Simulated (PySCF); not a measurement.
Compound: C₅H₁₄P (charge +1).
InChI=1S/C5H13P/c1-3-5-6-4-2/h6H,3-5H2,1-2H3/p+1

Theory: PySCF 2.14.0, density-fitted response routines, TDDFT CAM-B3LYP/def2-SVPD, vertical, gas phase, core orbitals frozen in the response. The structure is a single GFN2-xTB conformer in the gas phase; no vibrational or solvent corrections. Torsions of this conformer, `[CH3:1][CH2:2][CH2:3][PH2+:4][CH2:5][CH3:6]`: C1–C2–C3–P4 55°, C2–C3–P4–C5 163°, C3–P4–C5–C6 179°.

```
state  E (eV)  λ (nm)       f  main configurations (H = HOMO, L = LUMO)
   S1    8.78   141.3   0.015                     H→L (79%), H-1→L (8%)
   S2    9.00   137.7   0.025                               H→L+1 (89%)
   S3    9.15   135.4   0.026                H-1→L (60%), H-1→L+1 (13%)
   S4    9.23   134.3   0.012  H-1→L+1 (55%), H-1→L (12%), H-2→L+1 (9%)
   S5    9.28   133.6  0.0064                               H-2→L (80%)
   S6    9.32   133.0  0.0088                H→L+2 (62%), H-1→L+2 (16%)
   S7    9.38   132.2   0.019                             H-2→L+1 (79%)
   S8    9.50   130.6  0.0066                  H-3→L (57%), H-4→L (16%)
```

Triplets, Tamm–Dancoff:

```json
{"state": "T1", "E (eV)": "8.45", "λ (nm)": "146.7", "main configurations (H = HOMO, L = LUMO)": "H→L+1 (37%), H→L (25%)"}
{"state": "T2", "E (eV)": "8.58", "λ (nm)": "144.6", "main configurations (H = HOMO, L = LUMO)": "H→L (37%), H→L+1 (32%)"}
{"state": "T3", "E (eV)": "8.87", "λ (nm)": "139.8", "main configurations (H = HOMO, L = LUMO)": "H-3→L (16%), H-2→L (14%), H-1→L+1 (11%)"}
```

The lowest singlet comes at 141 nm (847 kJ/mol) in the vacuum ultraviolet; it is weak; its leading configuration is HOMO→LUMO (79%). The largest oscillator strength of a single state is 0.026. Löwdin shares by element: HOMO carbon 42% or more, hydrogen 22% or more (atoms not listed hold the other 36%); LUMO phosphorus 35%, hydrogen 26% or more, carbon 9% or more (atoms not listed hold the other 30%). Of the 8 states listed, 5 reach f = 0.01 and none stays under 0.0005. Weighted by f, the mean energy of these states is 9.15 eV. The oscillator strengths of these states sum to 0.119; summed over the whole spectrum of an exact calculation they would give the number of electrons, 58 (Thomas–Reiche–Kuhn). Singlets were solved by full linear response, triplets in the Tamm–Dancoff approximation.
